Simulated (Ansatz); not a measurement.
System: C2Cl3 (charge 0, doublet). It need not be the lowest isomer of its formula. 
Coordinates optimised at B3LYP-D3(BJ)/def2-TZVP (Ansatz, a first-principles code):
SMILES: Cl[C]=C(Cl)Cl
```xyz
5

C      0.0087     0.2424     1.0148
C     -0.0009     0.3126    -0.2916
Cl     0.0124    -0.9384     2.1699
Cl    -0.0146    -1.0930    -1.3167
Cl    -0.0005     1.8355    -1.1084
```
Charge 0, spin multiplicity 2.

Basis-set convergence of Hartree-Fock and CCSD correlation energies (hartree) with Ansatz. Cores are frozen in the correlated levels unless marked. UHF or UKS for open shells. No spin-orbit coupling. Non-relativistic.

The UHF reference is spin-contaminated (<S^2> 0.25 over the pure value in the largest basis). 

```tsv
basis	functions	E(HF)	E(corr, CCSD)
cc-pV(D+d)Z	97	-1454.15382	-0.68963
cc-pV(T+d)Z	177	[?]	[?]
```

Problem. Some entries are withheld; supply them.

Solution. 
- cc-pV(T+d)Z, E(HF): -1454.21953
- cc-pV(T+d)Z, E(corr, CCSD): -0.89080
